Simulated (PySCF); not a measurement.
**Basis set benchmark on one molecule**

Molecule: SMILES FC1CCCC1, C5H9F.

Geometry:
```tsv
atom	x (Å)	y (Å)	z (Å)
F1	-1.041	-0.065	1.784
C2	-1.187	0.061	0.411
C3	-0.348	1.232	-0.065
C4	1.092	0.695	-0.044
C5	0.968	-0.844	-0.163
C6	-0.538	-1.134	-0.259
H7	-2.264	0.166	0.201
H8	-0.500	2.121	0.564
H9	-0.661	1.493	-1.089
H10	1.583	0.966	0.902
H11	1.700	1.131	-0.851
H12	1.516	-1.245	-1.028
H13	1.389	-1.329	0.730
H14	-0.840	-2.078	0.217
H15	-0.870	-1.170	-1.309
```

Geometry PBE0-D3(BJ)/def2-SVP throughout; GIAO in PySCF 2.14, gas phase, one conformer, non-relativistic; equivalent atoms averaged; functional PBE0.

Reference values (measured; solution, not stated per compound (mostly CDCl3 or CCl4); Pretsch, Buehlmann, Badertscher, Structure Determination of Organic Compounds, 4th ed. (2009)): δ(C2) = 95.5 ppm, δ(C3/C6) = 32.8 ppm, δ(C4/C5) = 22.5 ppm. Computed shifts are taken against TMS, calculated as an isolated molecule at each level.

Task: How do the basis sets STO-3G, 6-31G, pcSseg-0, 6-31G*, def2-SVP, cc-pVDZ, pcSseg-1, 6-311+G(2d,p), aug-cc-pVDZ, def2-TZVP, IGLO-III, cc-pVTZ perform against the reference? Times are CPU seconds on shared hosts with different chips, so compare them loosely.

Result: 
```tsv
basis set	functions	C2	C3/C6	C4/C5	mean abs. error C	core-s
STO-3G	39	69.3	32.0	30.9	11.8	3.6
6-31G	72	92.3	35.5	24.0	2.5	6.9
pcSseg-0	72	99.5	37.5	23.7	3.3	4.1
6-31G*	102	90.5	33.7	22.7	2.0	10
def2-SVP	129	91.9	33.3	21.3	1.8	13
cc-pVDZ	129	93.2	35.6	23.5	2.0	8.3
pcSseg-1	147	96.3	35.5	23.1	1.4	22
6-311+G(2d,p)	216	95.7	35.2	22.7	0.9	28
aug-cc-pVDZ	219	92.7	34.9	22.3	1.7	19
def2-TZVP	240	97.8	35.9	23.4	2.1	33
IGLO-III	300	99.4	36.7	23.7	3.0	32
cc-pVTZ	306	96.4	35.6	23.4	1.5	32
```

For ¹³C the closest is 6-311+G(2d,p) (0.9 ppm) and the furthest STO-3G (11.8 ppm). Where a smaller basis beats a larger one, errors probably cancel. One molecule is a small sample, and vibrational and solvent effects are absent from the calculation.

A small basis that lands close on one nucleus may do so by chance; judge by the trend and by all nuclei.
